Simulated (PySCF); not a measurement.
# One molecule, a ladder of functionals, a line

Molecule: `InChI=1S/C4H5NS/c5-4-2-1-3-6-4/h1-3H,5H2`.

Atom-mapped SMILES (the numbers label the heavy atoms): `[NH2:1][c:2]1[cH:3][cH:4][cH:5][s:6]1`. Hydrogens are named by the atom that carries them.

GIAO shieldings (ppm, equivalent atoms averaged) in PySCF 2.14 on the PBE0-D3(BJ)/def2-SVP geometry, basis pcSseg-2, gas phase, non-relativistic:

| functional | exact exchange (%) | σ(N1) | σ(C3) | σ(S6) |
| --- | --- | --- | --- | --- |
| BLYP | 0 | 184.3 | 66.3 | 251.9 |
| BP86 | 0 | 188.0 | 70.4 | 271.5 |
| PBE | 0 | 188.3 | 70.4 | 276.1 |
| B3LYP | 20 | 190.6 | 69.2 | 267.3 |
| mPW1PW91 | 25 | 194.7 | 73.2 | 290.4 |
| BHandHLYP | 50 | 198.5 | 74.3 | 293.4 |
| HF | 100 | 209.5 | 85.7 | 352.2 |

**Question.** Fit each shielding as a line in the percentage of exact exchange.

**Answer.** σ(N1) = 187.1 + 0.23 x (rms 1.5 ppm); σ(C3) = 68.3 + 0.16 x (rms 1.9 ppm); σ(S6) = 263.0 + 0.83 x (rms 10.2 ppm). The functionals also differ in their semilocal parts, which the line can't hold; Hartree–Fock has no correlation at all.

**Question.** What does the line predict for PBE0 (25 %), and what does the run give?

**Answer.** σ(N1): 192.8 predicted, 195.5 computed; σ(C3): 72.3 predicted, 74.0 computed; σ(S6): 283.8 predicted, 295.1 computed ppm.
